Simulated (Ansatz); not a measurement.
Si₃⁻. Total charge -1; doublet. Geometry PBE-D4/def2-TZVPD.

```xyz
3

Si    1.080    0.822   -0.210
Si   -0.394   -1.011   -0.842
Si   -0.687    0.189    1.052
```

B3LYP takes the VWN-RPA correlation. At PBE-D4/def2-SVPD, PBE-D4/def2-TZVPD the highest occupied level of the charge -1 doublet lies above zero (up to 0.32 eV). By energy differences its removal costs 2.31 eV (vertical, to the charge 0 triplet, at PBE0-D4/def2-TZVPD). The structure comes from a short search, and lower isomers may exist.

Question: Estimate the α-spin orbital energies around the gap (eV) in Ansatz with PBE-D4/def2-SVPD, PBE-D4/def2-TZVPD, B3LYP-D4/def2-TZVPD, PBE0-D4/def2-SVPD, PBE0-D4/def2-TZVPD.

Answer: 
```tsv
orbital	PBE-D4/def2-SVPD	PBE-D4/def2-TZVPD	B3LYP-D4/def2-TZVPD	PBE0-D4/def2-SVPD	PBE0-D4/def2-TZVPD
HOMO−13	-89.39	-89.27	-93.82	-94.86	-94.77
HOMO−12	-89.39	-89.26	-93.82	-94.86	-94.77
HOMO−11	-89.26	-89.12	-93.67	-94.73	-94.62
HOMO−10	-89.25	-89.11	-93.67	-94.72	-94.62
HOMO−9	-89.08	-88.94	-93.40	-94.48	-94.35
HOMO−8	-89.02	-88.85	-93.35	-94.44	-94.31
HOMO−7	-88.93	-88.78	-93.27	-94.35	-94.22
HOMO−6	-8.95	-8.99	-10.44	-10.86	-10.89
HOMO−5	-4.57	-4.70	-5.78	-5.98	-6.09
HOMO−4	-4.14	-4.26	-5.28	-5.49	-5.60
HOMO−3	-0.98	-1.07	-1.58	-1.77	-1.83
HOMO−2	-0.81	-0.89	-1.53	-1.74	-1.81
HOMO−1	0.04	-0.08	-0.66	-0.86	-0.96
HOMO	0.19	0.08	-0.54	-0.67	-0.75
LUMO	2.02	1.88	2.47	2.71	2.56
LUMO+1	2.36	2.20	2.82	3.08	2.91
LUMO+2	3.78	3.25	3.56	4.36	3.73
LUMO+3	4.09	3.39	3.69	4.65	3.84
LUMO+4	4.37	4.03	4.36	4.88	4.53
LUMO+5	4.45	4.11	4.62	5.09	4.73
β HOMO	0.32	0.21	-0.41	-0.54	-0.63
β LUMO	0.80	0.71	1.27	1.51	1.43
```
